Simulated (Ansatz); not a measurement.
Species: C$_{2}$H$_{5}$S, net charge -1, singlet state. It need not be the lowest isomer of its formula. Whether it binds its extra electron was not tested at this geometry. 
Coordinates optimised at B3LYP-D3(BJ)/def2-TZVP (Ansatz, a program for electronic structure):
```xyz
8

C      1.5363     0.5721     0.3226
C      0.0520     0.8382     0.1250
S     -0.8544    -0.6662    -0.2513
H     -1.6138    -0.8588     0.8658
H     -0.1140     1.5068    -0.7277
H      2.0710     1.5309     0.4020
H      1.7283     0.0320     1.2607
H      2.0687    -0.0140    -0.4658
```
Charge -1, spin multiplicity 1.

Basis-set convergence of Hartree-Fock and CCSD(T) correlation energies (hartree) with Ansatz. Valence correlation only, unless marked. No spin-orbit coupling. Non-relativistic. This anion needs diffuse functions, which these sets lack.

```json
[
 {"basis": "cc-pV(D+d)Z", "functions": "76", "E(HF)": "-476.09242", "E(corr, CCSD(T))": "-0.49447", "rough core time": "under 20 s"},
 {"basis": "cc-pV(T+d)Z", "functions": "169", "E(HF)": "___", "E(corr, CCSD(T))": "___", "rough core time": "60 s"}
]
```

**Question.** Some entries are withheld; supply them.

**Answer.** 
- cc-pV(T+d)Z, E(HF): -476.13729
- cc-pV(T+d)Z, E(corr, CCSD(T)): -0.61372
